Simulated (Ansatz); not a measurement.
Input file:

```yaml
crystal:
  periodic: [false, false, false]
  atoms:
    - {symbol: F, position_ang: [0.000000, -0.359122, 2.139411]}
    - {symbol: C, position_ang: [0.000000, 0.564320, 1.155573]}
    - {symbol: Ga, position_ang: [0.000000, -0.021978, -0.805262]}
    - {symbol: H, position_ang: [0.000000, 1.564793, 1.607875]}
basis:
  gaussian: {orbitals: cc-pVDZ}
magnetization: {spin_polarized: false, initial_magnetization: 1}
hamiltonian: {xc: hf}
output: {orbitals: {seedname: orbitals}}
```

```sh
$ ansatz run in.yaml --threads 1 --pin off --events-out ev --progress --plain --max-ram 2393MiB
```

The program prints:

```
627 factors; integrals over basis functions are off by at most 1.3e-3 eV
mean field evaluation 1: about -56082.5485 eV, gradient 1.7e1 eV
mean field evaluation 2: about -56082.6175 eV, gradient 1.8e1 eV
mean field evaluation 4: about -56083.5642 eV, gradient 2.9e0 eV
mean field evaluation 8: about -56083.6061 eV, gradient 2.7e-1 eV
mean field evaluation 16: about -56078.5395 eV, gradient 2.0e1 eV
mean field -56083.60688439 eV, -2061.0345381673 hartree, gradient 2.9e-5 eV, S^2 0.750000; 0 other end points of the search recorded, 0 dependent functions left out
reference -56083.60688439 eV, -2061.0345381673 hartree; 24, 23 occupied and 36, 37 virtual orbitals, 627 factors
Total energy: -56083.60688439 eV, -2061.0345381673 hartree
```

Ran on 1 thread of Arm Neoverse V1, shared host: 0.93 s wall, 0.19 GiB peak host memory.
